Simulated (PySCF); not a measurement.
Frontier orbitals and the lowest excitations

C5H4.
Structure used (GFN2-xTB), in Å, numbered top down from 1:
```xyz
9
C5H4 angstrom
C      2.390    1.876    0.927
C      1.481    1.161    0.590
C      0.454    0.356    0.210
C     -0.458   -0.359   -0.124
C     -1.547   -1.215   -0.527
H      3.180    2.498    1.220
H     -2.501   -0.750   -0.276
H     -1.509   -1.386   -1.604
H     -1.476   -2.175   -0.014
```

The calculation used PySCF, TDDFT CAM-B3LYP/def2-SVPD, vertical, gas phase, core orbitals frozen in the response.

Frontier orbitals with the atoms that hold most of them (Löwdin shares over 4%, at most four atoms):

| orbital | ε (eV) | atoms |
| --- | --- | --- |
| LUMO+2 | 1.23 | C5 34%, C4 19%, C3 11%, H7 9% |
| LUMO+1 | 0.68 | C1 24%, C2 21%, C4 20%, C3 16% |
| LUMO | 0.68 | C1 24%, C2 21%, C4 20%, C3 16% |
| HOMO | -8.42 | C4 24%, C1 24%, C3 22%, C2 19% |
| HOMO-1 | -8.42 | C4 24%, C1 24%, C3 22%, C2 19% |
| HOMO-2 | -11.30 | C2 32%, C3 26%, C1 20%, C4 14% |
| HOMO-3 | -11.30 | C2 32%, C3 26%, C1 20%, C4 14% |

Within 0.005 eV of a neighbour in this list lie HOMO-3/HOMO-2, HOMO-1/HOMO and LUMO/LUMO+1 (point group found: C3v); within a degenerate set the shares of single atoms can hang on how the components are chosen.

Problem. How does S1 compare with the orbital gap of 9.10 eV?

Solution. S1 is at 4.80 eV (f = 0.0000), 4.31 eV below the gap, made of HOMO-1/HOMO→LUMO/LUMO+1 (97%). 

Next come S2 at 5.00 eV (f 0.0002), HOMO-1/HOMO→LUMO/LUMO+1 (≥77%); S3 at 5.00 eV (f 0.0002), HOMO-1/HOMO→LUMO/LUMO+1 (≥78%); S4 at 6.84 eV (f 0.0000), HOMO-1/HOMO→LUMO+2 (≥85%); S5 at 6.85 eV (f 0.0000), HOMO-1/HOMO→LUMO+2 (≥85%).

Orbitals of the list HOMO-3 to LUMO+2 that lie within 0.01 eV of each other are written together with a slash and their weights summed (≥ marks a lower bound); for degenerate orbitals outside that list single weights are arbitrary.
